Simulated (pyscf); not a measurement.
## Hydrogen abstraction: GeH₃• (SMILES [GeH3]) + H₃Si–SiH₃ (SMILES [SiH3][SiH3]) -> GeH₄ (SMILES [GeH4]) + •H₂Si–SiH₃ (SMILES [SiH2][SiH3])

Gas phase, doublet surface, charge 0. Bonds broken: Si5–H7. Bonds formed: Ge1–H7. Single points on ωB97X-D3(BJ)/def2-SVP structures (PySCF, gas phase).

Transition state (Å):

```xyz
12

Ge    -0.7826     2.3397    -0.4253
H      0.1284     2.9490    -1.5068
H     -0.5894     3.0894     0.9061
H     -2.2547     2.4297    -0.8686
Si     0.1809    -1.0982    -0.0781
Si    -0.9521    -2.1668     1.6566
H     -0.3351     0.5910    -0.1969
H      1.6601    -1.0795     0.1471
H     -0.1070    -1.7260    -1.4055
H     -0.5609    -3.6020     1.7907
H     -2.4211    -2.0927     1.4004
H     -0.6533    -1.4664     2.9408
```

One imaginary mode, 1423i cm⁻¹; descent along it reached the two sides named.

```
bond    change  reactant side (Å)  saddle  product side
------  ------  -----------------  ------  ------------
Si5–H7  breaks              1.492   1.770           3.1
Ge1–H7   forms                3.3   1.819         1.537
```

Electronic energies relative to the separated reactants (kJ/mol):

```json
[
 {"level": "ωB97X-D3(BJ)/def2-TZVP", "barrier": "30.4", "reaction energy": "+10.6", "reverse barrier": "19.8"},
 {"level": "PBE/def2-TZVP", "barrier": "10.7", "reaction energy": "+8.5", "reverse barrier": "2.3"},
 {"level": "r²SCAN/def2-TZVP", "barrier": "20.4", "reaction energy": "+8.2", "reverse barrier": "12.2"},
 {"level": "B3LYP-D3(BJ)/def2-TZVP", "barrier": "22.1", "reaction energy": "+13.4", "reverse barrier": "8.7"},
 {"level": "PBE0-D3(BJ)/def2-TZVP", "barrier": "18.1", "reaction energy": "+9.5", "reverse barrier": "8.6"},
 {"level": "M06-2X/def2-TZVP", "barrier": "43.1", "reaction energy": "+23.2", "reverse barrier": "19.9"},
 {"level": "ωB97M-D3(BJ)/def2-TZVP", "barrier": "41.3", "reaction energy": "+19.9", "reverse barrier": "21.4"},
 {"level": "HF/def2-TZVP", "barrier": "92.7", "reaction energy": "+17.7", "reverse barrier": "75.0"}
]
```

With ωB97M-D3(BJ)/def2-TZVP energies and thermal terms (ideal gas, 1 atm, RRHO with modes under 100 cm⁻¹ raised to 100, one conformer, R ln 2 for chiral ones without a mode under 150 cm⁻¹), in kJ/mol:

```
T (K)   ΔH‡    ΔG‡     ΔH     ΔG
-----  ----  -----  -----  -----
298    33.4   65.8  +20.4  +18.7
600    37.6   96.9  +20.2  +17.2
900    41.8  125.6  +20.2  +15.6
1200   45.6  153.0  +20.1  +14.1
```

This is the saddle that the search found; another between the same sides may lie lower. The angle at the transferred H is 176°. Elements up to Kr have no core potential and no relativistic terms here.
